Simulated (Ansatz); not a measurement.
## Which method gave which barrier?

Saddle point of SiNH4Cl, closed shell (SiNH₄Cl ([NH2][SiH2][Cl]) → SiNH₃ ([NH][SiH2]) + HCl; bonds formed: Cl2–H4; bonds broken: Si1–Cl2, N3–H4), PBE0-D4/def2-TZVP structure:

Si1  (-0.176, 0.433, 0.842)
Cl2  (1.044, -2.141, -0.745)
N3  (-0.219, 0.350, -0.770)
H4  (0.270, -0.644, -1.070)
H5  (-0.739, 1.622, 1.519)
H6  (0.408, -0.639, 1.650)
H7  (-0.589, 1.020, -1.425)
(Å)

Ansatz 0.2.0; basis: def2-TZVPP, with def2-QZVPP for the basis limit; cores frozen in the correlated methods. Extrapolation: Hartree–Fock as exp(−7.88 √X), correlation as X^−2.97. Four methods, as single points on the PBE0-D4 structures, gave these electronic barriers from the start structure: 2.901, 3.122, 3.246, 3.529 eV.

(1) The methods were, in alphabetical order, HF, MP2, r2SCAN-D4, SPW92. Which gave which? (A judgement: the text doesn't fix the answer.)

The T1 diagnostic stays at or below 0.018.

Answers

(1) The calculation gives: SPW92 2.901; r2SCAN-D4 3.122; MP2 3.246; HF 3.529 eV. For comparison, CCSD(T) at an estimated basis limit (MP2 extrapolated from triple and quadruple zeta, plus CCSD(T) − MP2 in triple zeta) gives 3.177 eV.

Labels in which every atom is bracketed show which atoms are joined, not bond orders.

For scale, one of the runs: CCSD(T)/def2-TZVPP, 171 basis functions, launched by `ansatz run in.yaml --threads 2 --pin off --events-out ev --progress --plain --max-ram 4352MiB`. The run took 26 s on 2 CPU threads of an Arm Neoverse V2 (shared host), with 1.4 GiB of host memory at its peak.
